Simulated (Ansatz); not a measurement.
The cluster C3, 3 atoms. Hardware: 4 threads of Arm Neoverse V2 on a shared host.

Correlated methods freeze 3 core orbitals.

(1) How many basis functions does each of these Ansatz runs have, and roughly what does it cost? r2SCAN-D4/def2-TZVP, charge 1 doublet at the geometry of the charge 0 singlet, energy, from earlier orbitals; CCSD(T)/def2-TZVPP, charge 0 triplet, energy, from earlier orbitals; PBE0-D4/def2-TZVPD, charge 0 singlet, energy, from earlier orbitals; r2SCAN-D4/def2-TZVP, charge 0 quintet, energy, from earlier orbitals; revPBE-D4/def2-TZVP, charge 0 quintet, energy, from earlier orbitals; CCSD(T)/def2-TZVPD, charge -1 doublet at the geometry of the charge 0 singlet, energy, from earlier orbitals; PBE-D4/def2-TZVP, charge 0 triplet, energy, from earlier orbitals; B3LYP-D4/6-31G, charge 0 singlet, energy; PBE0-D4/def2-TZVP, charge 0 singlet, energy and forces, from earlier orbitals; B97M-V/def2-TZVP, charge 0 quintet, energy, from earlier orbitals; PBE-QIDH/def2-TZVP, charge 0 singlet, energy, from earlier orbitals; RPA@PBE/def2-TZVP, charge 0 triplet, energy, from earlier orbitals.

Results:

(1) Other jobs shared the machine, so times can vary by a factor of up to 3. A dash marks memory too small to be measured apart from the calling script's.

| run | functions | fitting or Cholesky vectors | wall time | peak host memory (GiB) |
| --- | --- | --- | --- | --- |
| B3LYP-D4/6-31G, charge 0 singlet, energy | 27 | 381 | 0.15 s | – |
| PBE0-D4/def2-TZVPD, charge 0 singlet, energy, from earlier orbitals | 111 | 522 | 0.4 s | – |
| revPBE-D4/def2-TZVP, charge 0 quintet, energy, from earlier orbitals | 93 | 540 | 0.45 s | – |
| PBE0-D4/def2-TZVP, charge 0 singlet, energy and forces, from earlier orbitals | 93 | 540 | 0.45 s | – |
| PBE-QIDH/def2-TZVP, charge 0 singlet, energy, from earlier orbitals | 93 | 590 | 0.45 s | – |
| r2SCAN-D4/def2-TZVP, charge 0 quintet, energy, from earlier orbitals | 93 | 540 | 1 s | – |
| B97M-V/def2-TZVP, charge 0 quintet, energy, from earlier orbitals | 93 | 540 | 1.5 s | – |
| PBE-D4/def2-TZVP, charge 0 triplet, energy, from earlier orbitals | 93 | 540 | 1.8 s | – |
| CCSD(T)/def2-TZVPD, charge -1 doublet at the geometry of the charge 0 singlet, energy, from earlier orbitals | 111 | 685 | 3.3 s | 0.65 |
| CCSD(T)/def2-TZVPP, charge 0 triplet, energy, from earlier orbitals | 93 | 590 | 3.4 s | – |
| r2SCAN-D4/def2-TZVP, charge 1 doublet at the geometry of the charge 0 singlet, energy, from earlier orbitals | 93 | 540 | 5.5 s | – |
| RPA@PBE/def2-TZVP, charge 0 triplet, energy, from earlier orbitals | 93 | 590 | 6 s | – |
